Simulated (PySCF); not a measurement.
Molecule: SMILES CC#C, C₃H₄.

Cartesian coordinates in Å; atom numbers follow the order of the lines, from 1:
```xyz
7

C     1.7018   -0.0879   -0.0300
C     0.4980   -0.0258    0.0821
C    -0.9469    0.0489    0.2167
H     2.7696   -0.1428   -0.1294
H    -1.4143    0.3953   -0.7182
H    -1.3733   -0.9364    0.4616
H    -1.2344    0.7487    1.0167
```

Geometry PBE0-D3(BJ)/def2-SVP throughout; GIAO in PySCF 2.14, gas phase, one conformer, non-relativistic; equivalent atoms averaged; basis pcSseg-2.

Question: How do the absolute shieldings σ depend on the functional? (ppm; last column core-seconds on shared hosts with different chips, so compare them loosely; the GGAs took longer than the global hybrids here, which isn't the general rule, and the cause wasn't traced)

Answer: 
```
functional                    kind     C2     C1     C3     H4  H5/H6/H7  core-s
        HF            Hartree–Fock  107.7  115.5  188.2  29.65     29.87     2.7
       LDA                     LDA   90.8  105.0  178.3  29.56     28.94     7.6
       PBE                     GGA   95.5  109.2  175.3  29.86     29.29     9.4
      BLYP                     GGA   92.5  107.8  171.0  30.02     29.43     9.4
      BP86                     GGA   95.8  109.3  174.7  29.88     29.36     9.4
      OPBE                     GGA  103.1  115.2  178.6  29.84     29.32     9.4
       KT2                     GGA  105.6  117.9  177.8  29.60     29.23     9.4
       KT3                     GGA  106.3  118.8  175.7  29.80     29.37     9.4
     B97-D                     GGA   99.3  112.8  174.0  29.99     29.47       9
     B3LYP           global hybrid   95.2  108.5  175.4  29.92     29.50       6
      PBE0           global hybrid   98.7  110.4  180.1  29.77     29.41       6
  mPW1PW91           global hybrid   98.4  109.9  179.2  29.81     29.46       6
      WP04           global hybrid   94.7  104.7  165.5  30.20     29.76     4.9
     B97-2           global hybrid  100.9  112.5  178.7  29.87     29.51     5.4
 BHandHLYP           global hybrid   99.4  110.4  180.8  29.77     29.60     5.4
 CAM-B3LYP  range-separated hybrid   95.7  108.2  179.8  29.77     29.53     7.2
   wB97X-D  range-separated hybrid   98.3  109.6  180.4  29.79     29.59     6.9
   LC-wPBE  range-separated hybrid   97.8  108.0  184.7  29.75     29.67      10
```

Question: Which nucleus moves most, in ppm?

Answer: C3 (propargylic methyl carbon): from 165.5 ppm with WP04 to 188.2 ppm with HF. The smallest spread is 0.64 ppm, at H4. Proton shifts span only some 12 ppm, so a few tenths of a ppm matter as much there as several ppm in carbon.
